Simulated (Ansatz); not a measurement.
System: fcc Pt. Method: PBEsol+SOC (Ansatz, an electronic-structure program, PAW).

Run with plane-wave cutoff 520 eV, 24×24×24 k mesh, Fermi–Dirac smearing 0.05 eV, PAW data made under PBE.

Energies at three volumes about the minimum:

```json
[
 {"V (Å³/atom)": "14.763", "E − E_lowest (meV/atom)": "5.55"},
 {"V (Å³/atom)": "15.064", "E − E_lowest (meV/atom)": "0.00"},
 {"V (Å³/atom)": "15.365", "E − E_lowest (meV/atom)": "5.10"}
]
```

Fit a parabola by hand: where is the minimum, what lattice constant follows, and what is the bulk modulus?

Slopes: (0.00 − 5.55)/(15.064 − 14.763) = -18.439 and (5.10 − 0.00)/(15.365 − 15.064) = 16.944 meV/Å³. Curvature E″ = 2 × (16.944 − (-18.439))/(15.365 − 14.763) = 117.551 meV/Å⁶. From the middle of the first interval, the slope vanishes at V0 = 14.9135 − (-18.439)/117.551 = 15.070 Å³/atom. B = V0 E″ = 15.070 × 117.551 meV/Å³ × 0.1602 GPa per meV/Å³ = 284 GPa. With 4 atoms in the cube, a = (4 × 15.070)^(1/3) = 3.921 Å. The full Birch–Murnaghan fit to all volumes gives V0 = 15.064 Å³/atom and B0 = 283 GPa.

Measured, for comparison: bulk modulus 289 GPa (corrected for temperature and zero-point phonon effects; as tabulated in Levämäki et al. (2014), arXiv:1402.3671); lattice constant a 3.913 Å (static lattice: zero-point anharmonic expansion removed; as tabulated in Mejia-Rodriguez and Trickey (2018), arXiv:1807.09216). Computed (rounded) less measured: bulk modulus -2 %.
